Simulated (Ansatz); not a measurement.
Ideal-gas functions of ClH3NSi, SMILES `[NH][SiH2]Cl` radical at 400 K and 1 bar, from an Ansatz frequency run at PBE0-D4/def2-TZVP.

Molar mass 80.57 g/mol, point group Cs (symmetry number 1), electronic degeneracy 2, moments of inertia 25.188, 123.802, 142.936 u Å². Harmonic wavenumbers (cm⁻¹, unscaled): 211, 238, 491, 550, 692, 736, 785, 913, 925, 2222, 2227, 3478.

Use S(trans) = R[1.5 ln M + 2.5 ln T − 1.1517]; rotational temperatures θ = 24.2544 K / I; S(rot) = R[ln(√π/σ · √(T³/θAθBθC)) + 1.5]; for each mode x = 1.438777 ν̃/T, S = R[x/(eˣ − 1) − ln(1 − e⁻ˣ)] and H = RT x/(eˣ − 1); 1 cm⁻¹ = 0.0119627 kJ/mol; R = 8.31446 J/(mol·K).

Task: By hand: the entropy, in J/(mol·K).

Result: Translation 169.7. Rotation: θ = 0.9629, 0.1959, 0.1697 K, giving 106.3. Vibration, mode by mode: 10.80, 9.86, 4.59, 3.88, 2.59, 2.29, 1.99, 1.38, 1.33, 0.03, 0.02, 0.00, in all 38.8. Electronic 5.8. Sum 320.6 J/(mol·K).

Task: By hand: H − E and G − E in kJ/mol, counted from the electronic energy.

Result: Zero-point energy ½ × 13468 × 0.0119627 = 80.6; thermal vibration 9.5; translation, rotation and pV give 4 RT = 13.3. H − E = 103.4 kJ/mol, and G − E = 103.4 − 400 × 320.6/1000 = -24.8 kJ/mol.

Vibration gives 12 % of the entropy. The sum counts one conformer and one mirror image; others add a mixing term.
